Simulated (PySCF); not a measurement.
Run record: geometry optimisation, `C=C=CCCl`.

Method: PBE0-D3(BJ)/def2-TZVP geometry optimisation, gas phase (PySCF 2.14.0). Start geometry: GFN2-xTB. A driver script takes a list of jobs; this job's settings line and coordinates (Å) are shown.

Command:
```bash
OMP_NUM_THREADS=1 python probes_run.py task.json out
```

Input:
```
{"job": {"xc": "PBE0", "basis": "def2-TZVP", "d3": "d3bj", "grid": 2, "shake": 0.01, "kind": "geom"}, "charge": 0, "multiplicity": 1}
C      2.129210    -0.146340     0.143800
C      0.852940    -0.310990    -0.131980
C     -0.417950    -0.475460    -0.425970
C     -1.433050     0.488100    -0.020770
Cl    -2.493160    -0.244280     1.268800
H      2.545950    -0.481670     1.050520
H      2.776210     0.395980    -0.539120
H     -0.710000    -1.357710    -0.942840
H     -1.054370     1.412050     0.410550
H     -2.145350     0.699400    -0.834050
```

**Question.** What does the run print?

**Answer.** 
```
step   0  E = -615.29963621  max force = 0.034590
step   1  E = -615.30165104  max force = 0.008093
step   2  E = -615.30214012  max force = 0.008164
step   3  E = -615.30263185  max force = 0.004131
step   4  E = -615.30270374  max force = 0.001121
step   5  E = -615.30271589  max force = 0.000817
step   6  E = -615.30272089  max force = 0.000125
optimisation converged
```

Energies in Eh; «max force» is the largest Cartesian gradient component in Eh/bohr.

**Question.** How much energy does the optimisation release, in kcal/mol?

**Answer.** E(step 0) − E(last step) = 0.003085 Eh, which is 1.9 kcal/mol.

**Question.** Give the first gradient maximum in eV/Å.

**Answer.** With 1 Eh/bohr = 51.422 eV/Å, 1.779 eV/Å.

Main results: final energy -615.30272 Eh after 6 steps; dipole 2.05 D.

**Question.** Where do the atoms end?

**Answer.** 0.057 Å rms from the input after alignment:
```
atom  x, y, z in Å
C1     2.1169    0.0403    0.2009
C2     0.8871   -0.2486   -0.0988
C3    -0.3487   -0.5291   -0.3986
C4    -1.4854    0.3681   -0.0573
Cl5   -2.5978   -0.4083    1.1200
H6     2.5538   -0.2789    1.1420
H7     2.7449    0.6051   -0.4804
H8    -0.5806   -1.4558   -0.9170
H9    -1.1399    1.2951    0.3941
H10   -2.0952    0.5918   -0.9321
```

The run took 79 s of wall time on Arm Neoverse V1, one thread, on a shared host, and the process peaked at 0.82 GiB of memory.
Labels such as C1 count atoms from 1, the log's own numbers from 0.
